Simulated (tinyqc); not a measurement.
Inside a calculation. Method: MP2 on RHF in the sto-3g basis, for LiH, spin multiplicity 1. Computed by tinyqc, a small Python program that keeps every step (integrals from PySCF). Settings: charge = 0, multiplicity = 1, basis = sto-3g, method = RHF, energy threshold = 1e-10, iteration cap = 70, orthogonalisation = symmetric, start = atomic densities, DIIS depth = 6. Command: `OMP_NUM_THREADS=1 python tinyqc.py 22585 22586 out.jsonl` (the two numbers bound the seeds that draw the settings). One thread of a shared host (Intel(R) Xeon(R) Processor @ 2.60GHz), about 0.1 s of CPU time with the checks. The early iterations of the SCF are left out here.

## One-electron integrals

Geometry (angstrom):
```
atom         x         y         z
Li    0.000000  0.000000  0.000000
H     0.000000  0.000000  1.557000
```

Basis sto-3g: exponents (1/bohr^2) and contraction coefficients of normalised primitives:
```
element  l (shell)   exponent  coefficient
Li           s (1)  16.119575     0.154329
Li           s (1)   2.936201     0.535328
Li           s (1)   0.794651     0.444635
Li           s (2)   0.636290    -0.099967
Li           s (2)   0.147860     0.399513
Li           s (2)   0.048089     0.700115
Li           p (3)   0.636290     0.155916
Li           p (3)   0.147860     0.607684
Li           p (3)   0.048089     0.391957
H            s (1)   3.425251     0.154329
H            s (1)   0.623914     0.535328
H            s (1)   0.168855     0.444635
```

Overlap, kinetic and nuclear-attraction integrals over the contracted functions; the nuclear repulsion is the sum of Za Zb / Rab.

nuclear repulsion = 1.01960927 hartree

overlap S, lower triangle:
```
           1Li 1s    1Li 2s   1Li 2px   1Li 2py   1Li 2pz     2H 1s
1Li 1s   1.000000
1Li 2s   0.241137  1.000000
1Li 2px  0.000000  0.000000  1.000000
1Li 2py  0.000000  0.000000  0.000000  1.000000
1Li 2pz  0.000000  0.000000  0.000000  0.000000  1.000000
2H 1s    0.072897  0.406021  0.000000  0.000000  0.520714  1.000000
```

kinetic energy T (hartree), lower triangle:
```
            1Li 1s    1Li 2s   1Li 2px   1Li 2py   1Li 2pz     2H 1s
1Li 1s    3.576786
1Li 2s   -0.020237  0.102163
1Li 2px   0.000000  0.000000  0.319682
1Li 2py   0.000000  0.000000  0.000000  0.319682
1Li 2pz   0.000000  0.000000  0.000000  0.000000  0.319682
2H 1s    -0.016384  0.045070  0.000000  0.000000  0.135410  0.760032
```

nuclear attraction V (hartree), lower triangle:
```
            1Li 1s     1Li 2s    1Li 2px    1Li 2py    1Li 2pz      2H 1s
1Li 1s   -8.322751
1Li 2s   -1.046292  -1.502782
1Li 2px   0.000000   0.000000  -1.459537
1Li 2py   0.000000   0.000000   0.000000  -1.459537
1Li 2pz  -0.016996  -0.124503   0.000000   0.000000  -1.559625
2H 1s    -0.315514  -0.765341   0.000000   0.000000  -0.995184  -2.243001
```

core Hamiltonian H = T + V (hartree), lower triangle:
```
            1Li 1s     1Li 2s    1Li 2px    1Li 2py    1Li 2pz      2H 1s
1Li 1s   -4.745965
1Li 2s   -1.066529  -1.400618
1Li 2px   0.000000   0.000000  -1.139855
1Li 2py   0.000000   0.000000   0.000000  -1.139855
1Li 2pz  -0.016996  -0.124503   0.000000   0.000000  -1.239944
2H 1s    -0.331898  -0.720271   0.000000   0.000000  -0.859774  -1.482969
```

## Two-electron integrals

Functions are numbered as in S; the eight-fold symmetry (ij|kl) = (ji|kl) = (kl|ij) leaves the list below.

Two-electron integrals (ij|kl) in chemists' order, unique and non-zero (hartree):
```
(11|11) 1.680395   (21|11) 0.265420   (21|21) 0.049941   (22|11) 0.397727
(22|21) 0.092860   (22|22) 0.290562   (31|31) 0.008981   (32|31) 0.013788
(32|32) 0.064184   (33|11) 0.396640   (33|21) 0.092880   (33|22) 0.290497
(33|33) 0.312946   (41|41) 0.008981   (42|41) 0.013788   (42|42) 0.064184
(43|43) 0.016869   (44|11) 0.396640   (44|21) 0.092880   (44|22) 0.290497
(44|33) 0.279207   (44|44) 0.312946   (51|51) 0.008981   (52|51) 0.013788
(52|52) 0.064184   (53|53) 0.016869   (54|54) 0.016869   (55|11) 0.396640
(55|21) 0.092880   (55|22) 0.290497   (55|33) 0.279207   (55|44) 0.279207
(55|55) 0.312946   (61|11) 0.078186   (61|21) 0.014779   (61|22) 0.027925
(61|33) 0.027596   (61|44) 0.027596   (61|51) 0.001745   (61|52) 0.003359
(61|55) 0.028597   (61|61) 0.004780   (62|11) 0.157532   (62|21) 0.037094
(62|22) 0.119685   (62|33) 0.113873   (62|44) 0.113873   (62|51) 0.006068
(62|52) 0.034508   (62|55) 0.131181   (62|61) 0.013051   (62|62) 0.078070
(63|31) 0.003230   (63|32) 0.014329   (63|53) 0.005538   (63|63) 0.006114
(64|41) 0.003230   (64|42) 0.014329   (64|54) 0.005538   (64|64) 0.006114
(65|11) 0.187804   (65|21) 0.044747   (65|22) 0.150109   (65|33) 0.140145
(65|44) 0.140145   (65|51) 0.009461   (65|52) 0.052771   (65|55) 0.169849
(65|61) 0.016486   (65|62) 0.107902   (65|65) 0.151807   (66|11) 0.338341
(66|21) 0.081151   (66|22) 0.285035   (66|33) 0.260490   (66|44) 0.260490
(66|51) 0.015951   (66|52) 0.107010   (66|55) 0.333682   (66|61) 0.030086
(66|62) 0.228818   (66|65) 0.329537   (66|66) 0.774606
```

## Orthogonalisation

S = U s U^T; symmetric (Loewdin) form X = U s^(-1/2) U^T, so that X^T S X = 1.

eigenvalues of S: 0.334904  0.798423  1.000000  1.000000  1.168416  1.698257

X, lower triangle:
```
            1Li 1s     1Li 2s   1Li 2px   1Li 2py    1Li 2pz     2H 1s
1Li 1s    1.023025
1Li 2s   -0.127987   1.117290
1Li 2px   0.000000   0.000000  1.000000
1Li 2py   0.000000   0.000000  0.000000  1.000000
1Li 2pz  -0.003560   0.120254  0.000000  0.000000   1.153012
2H 1s     0.003796  -0.290680  0.000000  0.000000  -0.370677  1.246280
```

## Iteration 8 (converged): orbitals

converged F (hartree), lower triangle:
```
            1Li 1s     1Li 2s   1Li 2px   1Li 2py    1Li 2pz      2H 1s
1Li 1s   -2.345172
1Li 2s   -0.639909  -0.229110
1Li 2px   0.000000   0.000000  0.163894
1Li 2py   0.000000   0.000000  0.000000  0.163894
1Li 2pz   0.013896  -0.107818  0.000000  0.000000  -0.004611
2H 1s    -0.198653  -0.275494  0.000000  0.000000  -0.237806  -0.157977
```

Diagonalise F' = X^T F X, C = X C', fill 2 alpha and 2 beta electrons from the bottom; D = 2 C_occ C_occ^T. Each column has its largest component positive (the first on a tie).

F' = X^T F X (hartree), lower triangle:
```
           1          2         3         4          5         6
1  -2.292064
2  -0.350705  -0.003435
3   0.000000   0.000000  0.163894
4   0.000000   0.000000  0.000000  0.163894
5   0.026425   0.024769  0.000000  0.000000   0.166667
6  -0.045920  -0.280697  0.000000  0.000000  -0.321149  0.130184
```

orbital energies (hartree): MO1 -2.347830, MO2 -0.288896, MO3 0.078580, MO4 0.163894, MO5 0.163894, MO6 0.559498

coefficients C:
```
               MO1        MO2        MO3        MO4       MO5        MO6
1Li 1s    0.991202  -0.170046  -0.209477   0.000000  0.000000   0.087814
1Li 2s    0.032441   0.451387   0.800239   0.000000  0.000000  -0.720062
1Li 2px   0.000000   0.000000   0.000000  -0.515655  0.856796   0.000000
1Li 2py   0.000000   0.000000   0.000000   0.856796  0.515655   0.000000
1Li 2pz  -0.006655   0.347528  -0.612543   0.000000  0.000000  -0.992614
2H 1s     0.005401   0.546696  -0.137173   0.000000  0.000000   1.207230
```

D after iteration 8, lower triangle:
```
            1Li 1s    1Li 2s   1Li 2px   1Li 2py   1Li 2pz     2H 1s
1Li 1s    2.022793
1Li 2s   -0.089202  0.409606
1Li 2px   0.000000  0.000000  0.000000
1Li 2py   0.000000  0.000000  0.000000  0.000000
1Li 2pz  -0.131385  0.313308  0.000000  0.000000  0.241640
2H 1s    -0.175221  0.493894  0.000000  0.000000  0.379913  0.597812
```

Within a degenerate level the vectors are fixed only up to a rotation; this is one choice.

## Convergence

Stop when the energy changes by less than 1e-10 hartree and every element of the error matrix X^T (F D S - S D F) X is below 3e-06.

Course of the cycle:
```
iteration  E (hartree)     change  largest element of the error matrix
1          -7.66975732          -                             1.89e-01
2          -7.85463459  -1.85e-01                             7.54e-02
3          -7.86189461  -7.26e-03                             1.91e-02
4          -7.86280012  -9.06e-04                             5.21e-03
5          -7.86295826  -1.58e-04                             2.39e-04
6          -7.86295851  -2.49e-07                             2.30e-05
7          -7.86295851  -1.50e-09                             6.45e-07
8          -7.86295851  -7.78e-13                             1.52e-07
```

PySCF RHF in the same basis = -7.86295851 hartree

Converged in 8 iterations.

## Integrals over molecular orbitals

(pq|rs) = sum C_ip C_jq C_kr C_ls (ij|kl), one index at a time.

one-electron integrals over orbitals h = C^T H C (hartree), lower triangle:
```
           1          2          3          4          5          6
1  -4.736448
2   0.107148  -1.509394
3   0.167470   0.034085  -1.128493
4   0.000000   0.000000   0.000000  -1.139855
5   0.000000   0.000000   0.000000   0.000000  -1.139855
6  -0.031121  -0.065124   0.031253   0.000000   0.000000  -0.943496
```

Two-electron integrals over orbitals (pq|rs), unique and non-zero (hartree):
```
(11|11) 1.658422    (21|11) -0.113785   (21|21) 0.013876    (22|11) 0.372036
(22|21) 0.006637    (22|22) 0.490300    (31|11) -0.138194   (31|21) 0.011347
(31|22) -0.016375   (31|31) 0.021603    (32|11) 0.012561    (32|21) -0.003474
(32|22) -0.047860   (32|31) 0.000201    (32|32) 0.012647    (33|11) 0.395795
(33|21) -0.011298   (33|22) 0.224866    (33|31) 0.001899    (33|32) 0.006917
(33|33) 0.338315    (41|41) 0.009818    (42|41) 0.007525    (42|42) 0.023662
(43|41) 0.010251    (43|42) 0.019243    (43|43) 0.041289    (44|11) 0.396315
(44|21) -0.004454   (44|22) 0.272299    (44|31) -0.004961   (44|32) 0.005307
(44|33) 0.282094    (44|44) 0.312946    (51|51) 0.009818    (52|51) 0.007525
(52|52) 0.023662    (53|51) 0.010251    (53|52) 0.019243    (53|53) 0.041289
(54|54) 0.016869    (55|11) 0.396315    (55|21) -0.004454   (55|22) 0.272299
(55|31) -0.004961   (55|32) 0.005307    (55|33) 0.282094    (55|44) 0.279207
(55|55) 0.312946    (61|11) 0.049301    (61|21) -0.008631   (61|22) -0.006527
(61|31) -0.001926   (61|32) 0.001512    (61|33) 0.010116    (61|44) 0.000429
(61|55) 0.000429    (61|61) 0.008025    (62|11) -0.036284   (62|21) 0.005126
(62|22) 0.129060    (62|31) 0.000038    (62|32) -0.034103   (62|33) -0.011230
(62|44) -0.014051   (62|55) -0.014051   (62|61) 0.000213    (62|62) 0.123479
(63|11) 0.017518    (63|21) -0.003904   (63|22) -0.051159   (63|31) 0.004442
(63|32) 0.008979    (63|33) 0.036003    (63|44) 0.001870    (63|55) 0.001870
(63|61) 0.004267    (63|62) -0.031518   (63|63) 0.026364    (64|41) -0.006071
(64|42) -0.019567   (64|43) -0.013795   (64|64) 0.019635    (65|51) -0.006071
(65|52) -0.019567   (65|53) -0.013795   (65|65) 0.019635    (66|11) 0.361779
(66|21) 0.003684    (66|22) 0.455470    (66|31) -0.011346   (66|32) -0.042842
(66|33) 0.241704    (66|44) 0.268669    (66|55) 0.268669    (66|61) -0.002699
(66|62) 0.136956    (66|63) -0.043861   (66|66) 0.455120
```

## Second-order Moller-Plesset energy

Hartree-Fock energy = -7.86295851 hartree

E2 = sum_ijab (ia|jb) [2 (ia|jb) - (ib|ja)] / (e_i + e_j - e_a - e_b) over occupied i, j and virtual a, b; the opposite-spin part is (ia|jb)^2 / denominator, the rest is same-spin, and SCS-MP2 scales them by 6/5 and 1/3.

Terms:
```
i  j  a  b    (ia|jb)    (ib|ja)  denominator       term
2  2  6  6   0.123479   0.123479    -1.696789  -0.008986
2  2  6  3  -0.034103  -0.034103    -1.215871  -0.000957
2  2  3  6  -0.034103  -0.034103    -1.215871  -0.000957
2  2  5  5   0.023662   0.023662    -0.905580  -0.000618
2  2  4  4   0.023662   0.023662    -0.905580  -0.000618
2  2  3  3   0.012647   0.012647    -0.734952  -0.000218
1  1  3  3   0.021603   0.021603    -4.852819  -0.000096
1  1  5  5   0.009818   0.009818    -5.023447  -0.000019
1  1  4  4   0.009818   0.009818    -5.023447  -0.000019
1  2  5  5   0.007525   0.007525    -2.964513  -0.000019
2  1  5  5   0.007525   0.007525    -2.964513  -0.000019
2  1  4  4   0.007525   0.007525    -2.964513  -0.000019
1  2  4  4   0.007525   0.007525    -2.964513  -0.000019
1  1  6  6   0.008025   0.008025    -5.814656  -0.000011
2  1  3  6   0.001512   0.000038    -3.274804  -1.38e-06
1  2  6  3   0.001512   0.000038    -3.274804  -1.38e-06
1  1  6  3  -0.001926  -0.001926    -5.333737  -6.95e-07
1  1  3  6  -0.001926  -0.001926    -5.333737  -6.95e-07
1  2  3  6   0.000038   0.001512    -3.274804   1.66e-08
2  1  6  3   0.000038   0.001512    -3.274804   1.66e-08
1  2  3  3   0.000201   0.000201    -2.793886  -1.45e-08
2  1  3  3   0.000201   0.000201    -2.793886  -1.45e-08
2  1  6  6   0.000213   0.000213    -3.755723  -1.20e-08
1  2  6  6   0.000213   0.000213    -3.755723  -1.20e-08
```

Pair energies (hartree; pair i-j sums ij and ji):
```
pair  opposite spin  same spin
1-1       -0.000147          0
2-1       -0.000078  -1.33e-06
2-2       -0.012353          0
```

MP2 correlation energy = -0.01257914 hartree

SCS-MP2 correlation energy = -0.01509382 hartree

MP2 total energy = -7.87553766 hartree
